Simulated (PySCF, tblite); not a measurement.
**Complex of methane and fluoride**

A gas-phase complex of methane and fluoride; charge -1, singlet. The structure comes from a short search (6 tight-binding starts) and was relaxed by PBE0-D3(BJ)/def2-TZVPD; another way of binding may lie lower. Frequencies by PBE0-D3(BJ)/def2-TZVPD show no clear imaginary mode.

Parts: 1 = methane (C), atoms 1–5; 2 = fluoride ([F-]), atoms 6, charge -1.

```xyz
6

C     0.039   -0.011    0.011
H    -0.695   -0.820   -0.055
H    -0.428    0.913   -0.346
H     0.387    0.113    1.067
H     0.883   -0.251   -0.643
F     0.950    0.330    2.775
```
Atoms count from 1 in this order.

Contacts between parts, classed by geometry: H4···F6 1.812 Å (C–H hydrogen bond, 180°).

Interaction energies are complex less parts, with the parts frozen as they stand in it; counterpoise-corrected, in kcal/mol (PySCF). The CCSD(T) estimate is Hartree-Fock/aug-cc-pVQZ, plus the MP2 correlation part extrapolated as X⁻³ from aug-cc-pVTZ and aug-cc-pVQZ, plus CCSD(T) less MP2 in aug-cc-pVDZ; noble-gas cores are frozen. It isn't the exact limit.

| level | interaction | superposition error removed |
| --- | --- | --- |
| Hartree-Fock/aug-cc-pVQZ | -4.70 | - |
| wB97M-D3(BJ)/def2-TZVPD | -6.75 | -0.04 |
| PBE0-D3(BJ)/def2-TZVPD | -7.71 | -0.04 |
| MP2/aug-cc-pVQZ | -6.76 | -0.39 |

(1) What does CCSD(T) at its estimated basis limit give, and which of these levels comes nearest?

(2) What holds them together? Decompose the wB97M-D3(BJ)/def2-TZVPD energy: frozen parts, their antisymmetrised product, then relaxation.

The parts were also relaxed and run alone, at the levels used for the complex: vibrations by PBE0-D3(BJ)/def2-TZVPD; shieldings by PBE0/aug-pcSseg-2; core levels by delta-SCF with SCAN, aug-pcX-2 on the ionised atom and aug-pcseg-1 elsewhere, spin-free X2C.

(3) How do these values change when the complex forms?

(4) What are the binding energy from relaxed parts (wB97M-D3(BJ)/def2-TZVPD), and ΔH and ΔG of association at 298.15 K and 1 atm?

## Answers

(1) -7.14 kcal/mol. wB97M-D3(BJ)/def2-TZVPD and MP2/aug-cc-pVQZ come equally near, within the error of the estimate; the errors are Hartree-Fock/aug-cc-pVQZ +2.45, wB97M-D3(BJ)/def2-TZVPD +0.39, PBE0-D3(BJ)/def2-TZVPD -0.57, MP2/aug-cc-pVQZ +0.38.

(2) electrostatic -11.5, Pauli repulsion +17.1, orbital relaxation -12.0, dispersion correction -0.4 kcal/mol, which sum to the value before the counterpoise correction; the Pauli term holds the exchange-correlation of the frozen density too. Of the attraction, 50 % is orbital relaxation, 48 % is electrostatic, 2 % is dispersion correction.

(3) 
```json
{"property": "C1–H4 bond (Å)", "alone": "1.090", "in the complex": "1.118", "change": "+0.028"}
{"property": "stretch carried by H4 (cm⁻¹, harmonic)", "alone": "3168", "in the complex": "2710", "change": "-458"}
{"property": "its infrared intensity (km/mol)", "alone": "19", "in the complex": "763", "change": ""}
{"property": "shielding of H4 (ppm)", "alone": "31.31", "in the complex": "23.26", "change": "-8.05"}
{"property": "shielding of F6 (ppm)", "alone": "479.9", "in the complex": "383.0", "change": "-96.9"}
{"property": "shielding of C1 (ppm)", "alone": "191.6", "in the complex": "191.0", "change": "-0.7"}
{"property": "C1 1s core level (eV)", "alone": "290.78", "in the complex": "285.43", "change": "-5.36"}
{"property": "F6 1s core level (eV)", "alone": "680.05", "in the complex": "680.59", "change": "+0.54"}
```

(4) -6.26 kcal/mol, -5.98 with zero-point energy; ΔH -6.6 and ΔG -1.1 kcal/mol, from harmonic vibrations by PBE0-D3(BJ)/def2-TZVPD with low modes damped.

The 6 runs behind this took 5.2 min in all, one thread each of Arm Neoverse N1 on a shared host, launched as `OMP_NUM_THREADS=1 python cluster_run.py task.json out`.
